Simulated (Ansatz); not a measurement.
Gas-phase reaction in SMILES: [O]Cl → [O]Cl as triplet, charge +1 + e-
Structures are relaxed separately at B3LYP-D3(BJ)/def2-TZVP in Ansatz (an electronic-structure program).
Geometry of the first species:
```xyz
2

Cl     0.0000     0.0000    -0.5055
O      0.0000     0.0000     1.0742
```
Charge 0, spin multiplicity 2.

Quantity: adiabatic ionisation energy (electronic energy difference), in eV. Valence correlation only, unless marked. UHF or UKS for open shells. No spin-orbit coupling. Non-relativistic. CBS marks a two-point X^-3 extrapolation of the correlation energy; Hartree-Fock from the larger set (for Q and 5 zeta extrapolated as (X+1)exp(-9√X)).

| level | program | adiabatic ionisation energy (eV) |
|---|---|---|
| revPBE-D3(BJ)/def2-TZVPD | Ansatz + dftd3 | 10.62 |
| PBE0/def2-TZVP | Ansatz | 10.75 |

Question: Predict the CCSD(T)/CBS(cc-pV(Q+d)Z,cc-pV(5+d)Z) result (Ansatz).

Answer: 10.86 eV
